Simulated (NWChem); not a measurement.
# SiH2Cl2 (dichlorosilane (DCS)) at 3 levels

Wanted: a comparison of 3 runs (PBE0/cc-pVDZ, PBE0/jun-cc-pV(D+d)Z, PBE0/aug-cc-pVDZ) of SiH2Cl2 (dichlorosilane (DCS)). 

The results are computed with NWChem 7.3.0.

### 1 Starting point

SiH2Cl2: 5 atoms, total charge 0, spin state singlet. As SMILES, `Cl[SiH2]Cl`. The shape is that of a PBE0-D4/def2-TZVP optimisation.

Bond lengths: Cl1–Si2 2.040 Å, Si2–Cl3 2.040 Å, Si2–H4 1.476 Å, Si2–H5 1.476 Å. Angles: Cl1–Si2–Cl3 110.1°, Cl1–Si2–H4 108.5°, Cl1–Si2–H5 108.5°, Cl3–Si2–H4 108.5°, Cl3–Si2–H5 108.5°, H4–Si2–H5 112.7°.

### 2 The response to a field at PBE0/cc-pVDZ (run 1)

cl2h2si.nw

```
start cl2h2si
memory 2200 mb
charge 0

geometry units bohr noautosym nocenter noautoz
 Cl    -1.95794524    -0.74341826     3.04113625
 Si     0.25851453    -0.13549336    -0.05461309
 Cl    -1.51026912     2.26162423    -2.50199739
 H      0.66518360    -2.57418493    -1.34397322
 H      2.63900253     1.05182156     0.78121278
end

basis spherical bse
 * library cc-pVDZ
end

dft
 xc pbe0
 mult 1
 grid fine
 convergence energy 1e-08
 maxiter 100
 mulliken
 noprint "final vectors analysis"
end

property
 response 1 0
end

task dft property
```

On the command line:

```bash
$ nwchem cl2h2si.nw > cl2h2si.out
```

The log of the run:

```text
[...]
          Wavefunction type:  closed shell.
          No. of atoms     :     5
          No. of electrons :    50
[...]
          Charge           :     0
          Spin multiplicity:     1
[...]
          AO basis - number of functions:    64
[...]
              XC Information
              --------------
                         PBE0 Method XC Functional
                     Hartree-Fock (Exact) Exchange  0.250
          PerdewBurkeErnzerhof Exchange Functional  0.750
            Perdew 1991 LDA Correlation Functional  1.000 local
           PerdewBurkeErnz. Correlation Functional  1.000 non-local
[...]
 d= 0,ls=0.0,diis     1  -1210.7186956336 -1.40D+03  1.22D-02  3.42D-01     4.0
[...]
 d= 0,ls=0.0,diis     8  -1210.7645807442 -8.19D-10  1.75D-07  2.24D-10    18.2
         Total DFT energy =    -1210.764580744198
      One electron energy =    -2055.658821718398
           Coulomb energy =      730.750681009682
    Exchange-Corr. energy =      -77.819861096505
 Nuclear repulsion energy =      191.963421061022
[...]
      Total Density - Mulliken Population Analysis
     ---------------------------------------------
    Atom       Charge   Shell Charges
 -----------   ------   -------------------------------------------------------
    1 Cl  17    17.19   2.00  2.03  0.95  0.95  6.00  3.09  2.15  0.02
    2 Si  14    13.58   2.00  2.02  0.83  0.30  6.01  1.46  0.55  0.41
    3 Cl  17    17.19   2.00  2.03  0.95  0.95  6.00  3.09  2.15  0.02
    4 H    1     1.02   0.72  0.29  0.01
    5 H    1     1.02   0.72  0.29  0.01
[...]
 Anisotropic =      14.6317531
[...]
```

Run time: 50 s. Hardware: 1 thread of AMD EPYC 9R45 (Zen 5), shared host; peak memory 0.12 GiB.

### 3 The response to a field at PBE0/jun-cc-pV(D+d)Z (run 2)

m1.nw

```
start m1
title "Cl2H2Si PBE0"
memory stack 880 mb heap 220 mb global 1100 mb
geometry noautosym nocenter noautoz
  Cl    -1.036100    -0.393400     1.609300
  Si     0.136800    -0.071700    -0.028900
  Cl    -0.799200     1.196800    -1.324000
  H      0.352000    -1.362200    -0.711200
  H      1.396500     0.556600     0.413400
end
basis spherical bse
  Cl library "jun-cc-pV(D+d)Z"
  Si library "jun-cc-pV(D+d)Z"
  H library "jun-cc-pV(D+d)Z"
end
dft
  xc pbe0
  grid fine
  convergence energy 1e-08
  iterations 100
  mulliken
  noprint "final vectors analysis"
end
property
  response 1 0
end
task dft property
```

On the command line:

```bash
$ nwchem m1.nw > m1.out
```

The log of the run:

```text
[...]
          Wavefunction type:  closed shell.
          No. of atoms     :     5
          No. of electrons :    50
[...]
          Charge           :     0
          Spin multiplicity:     1
[...]
          AO basis - number of functions:    91
[...]
              XC Information
              --------------
                         PBE0 Method XC Functional
                     Hartree-Fock (Exact) Exchange  0.250
          PerdewBurkeErnzerhof Exchange Functional  0.750
            Perdew 1991 LDA Correlation Functional  1.000 local
           PerdewBurkeErnz. Correlation Functional  1.000 non-local
[...]
 d= 0,ls=0.0,diis     1  -1210.7344321511 -1.40D+03  8.84D-03  3.52D-01     4.3
[...]
 d= 0,ls=0.0,diis     8  -1210.7800929609 -5.69D-10  5.09D-07  5.47D-09    24.1
         Total DFT energy =    -1210.780092960919
      One electron energy =    -2055.521366788632
           Coulomb energy =      730.582303213586
    Exchange-Corr. energy =      -77.804464278170
 Nuclear repulsion energy =      191.963434892297
[...]
      Total Density - Mulliken Population Analysis
     ---------------------------------------------
    Atom       Charge   Shell Charges
 -----------   ------   -------------------------------------------------------
    1 Cl  17    17.12   2.00  2.03  0.95  0.95 -0.01  6.00  3.10  2.05  0.02  0.00  0.02
    2 Si  14    13.75   2.00  2.03  0.79  0.37  0.04  6.01  1.44  0.61  0.02  0.01  0.43
    3 Cl  17    17.12   2.00  2.03  0.95  0.95 -0.01  6.00  3.10  2.05  0.02  0.00  0.02
    4 H    1     1.00   0.72  0.27  0.01
    5 H    1     1.00   0.72  0.27  0.01
[...]
 Anisotropic =      15.3136332
[...]
```

Run time: 89 s. Hardware: 1 thread of AMD EPYC 9R45 (Zen 5), shared host; peak memory 0.12 GiB.

### 4 The response to a field at PBE0/aug-cc-pVDZ (run 3)

work.nw

```
start work
title "Cl2H2Si PBE0"
memory stack 880 mb heap 220 mb global 1100 mb

geometry units angstroms noautosym nocenter noautoz
  Cl   -1.036100   -0.393400    1.609300
  Si    0.136800   -0.071700   -0.028900
  Cl   -0.799200    1.196800   -1.324000
  H     0.352000   -1.362200   -0.711200
  H     1.396500    0.556600    0.413400
end

basis spherical bse
  * library aug-cc-pVDZ
end

dft
  xc pbe0
  grid fine
  convergence energy 1e-08
  iterations 100
  mulliken
  noprint "final vectors analysis"
end

property
  response 1 0
end

task dft property
```

On the command line:

```bash
$ nwchem work.nw > work.out
```

The log of the run:

```text
[...]
          Wavefunction type:  closed shell.
          No. of atoms     :     5
          No. of electrons :    50
[...]
          Charge           :     0
          Spin multiplicity:     1
[...]
          AO basis - number of functions:    99
[...]
              XC Information
              --------------
                         PBE0 Method XC Functional
                     Hartree-Fock (Exact) Exchange  0.250
          PerdewBurkeErnzerhof Exchange Functional  0.750
            Perdew 1991 LDA Correlation Functional  1.000 local
           PerdewBurkeErnz. Correlation Functional  1.000 non-local
[...]
 d= 0,ls=0.0,diis     1  -1210.7269591167 -1.40D+03  8.78D-03  3.48D-01     6.2
[...]
 d= 0,ls=0.0,diis     8  -1210.7716580680 -6.66D-10  5.34D-07  8.86D-09    34.0
         Total DFT energy =    -1210.771658068006
      One electron energy =    -2055.435496439337
           Coulomb energy =      730.497436943709
    Exchange-Corr. energy =      -77.797033464675
 Nuclear repulsion energy =      191.963434892297
[...]
      Total Density - Mulliken Population Analysis
     ---------------------------------------------
    Atom       Charge   Shell Charges
 -----------   ------   -------------------------------------------------------
    1 Cl  17    17.35   2.00  2.04  0.94  0.99  0.07  6.00  3.09  2.13  0.06  0.02  0.02
    2 Si  14    13.66   2.00  2.03  0.81  0.31 -0.09  6.02  1.47  0.63  0.02  0.42  0.04
    3 Cl  17    17.35   2.00  2.04  0.94  0.99  0.07  6.00  3.09  2.13  0.06  0.02  0.02
    4 H    1     0.82   0.73  0.05  0.01  0.01  0.02
    5 H    1     0.82   0.73  0.05  0.01  0.01  0.02
[...]
 Anisotropic =      15.1753815
[...]
```

Run time: 94 s. Hardware: 1 thread of AMD EPYC 9R45 (Zen 5), shared host; peak memory 0.12 GiB.

### 5 Overview of the runs

| run | level | energy (Eh) | dipole moment (D) | mean polarisability (bohr³) | wall time |
| --- | --- | --- | --- | --- | --- |
| 1 | PBE0/cc-pVDZ | -1210.764581 | 1.34 | 40.4 | 50 s |
| 2 | PBE0/jun-cc-pV(D+d)Z | -1210.780093 | 1.36 | 45.5 | 89 s |
| 3 | PBE0/aug-cc-pVDZ | -1210.771658 | 1.30 | 53.0 | 94 s |

### 6 Summary of results

| quantity | value |
| --- | --- |
| run 3: total energy | -1210.77166 Eh |
| run 3: dipole moment | 1.30 D |
| run 3: mean static polarisability | 53.0 bohr³ |

The dipole moment (its size) runs from 1.30 D (PBE0/aug-cc-pVDZ) to 1.36 D (PBE0/jun-cc-pV(D+d)Z). All runs together took 3.9 min, the longest 94 s.
